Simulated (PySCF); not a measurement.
# Worked example: correlation energy of PH⁺, doublet

Geometry: that of the PH, triplet, kept fixed.

```
atom   x (Å)   y (Å)   z (Å)
   P  0.0000  0.0000  0.0000
   H  0.0000  0.0000  1.4282
```

Basis aug-cc-pVDZ; PySCF 2.14.0. Only valence electrons are correlated (noble-gas cores frozen), which leaves 5 electrons in 31 orbitals. Prefix R: restricted or restricted open-shell reference; prefix U: unrestricted.

Full CI is exact within this basis and frozen core; it isn't the basis-set limit. The frozen core follows each run's orbitals, which can shift R against U totals by a few meV.

UCCSD has a T1 diagnostic of 0.015 and a largest doubles amplitude of 0.07.

Restricted and unrestricted runs freeze slightly different cores, so the step to full CI, which has another core, is uncertain by up to 0.1 kcal/mol.

```
   level  total energy (hartree)
     UHF             -340.932182
    UMP2             -341.004742
   UCCSD             -341.030840
UCCSD(T)             -341.032746
  UCCSDT             -341.033318
 full CI             -341.033373
```

Task: What is the correlation energy at full CI, and what share of it do UMP2 and UCCSD recover?

Result: E(corr) = -341.033373 − (-340.932182) = -0.101191 hartree = -2.754 eV. UMP2: -0.072560 / -0.101191 = 71.71 %. UCCSD: -0.098658 / -0.101191 = 97.50 %.

Task: By how many kcal/mol does UCCSD(T) miss full CI (1 hartree = 627.509 kcal/mol), and which steps make up the rest?

Result: -341.032746 − (-341.033373) = 0.000627 hartree = 0.39 kcal/mol. Steps: UCCSDT − UCCSD(T) = -0.36, full CI − UCCSDT = -0.03 kcal/mol. That is within 1 kcal/mol of the reference in this basis, which itself misses far more of the correlation at the basis-set limit.
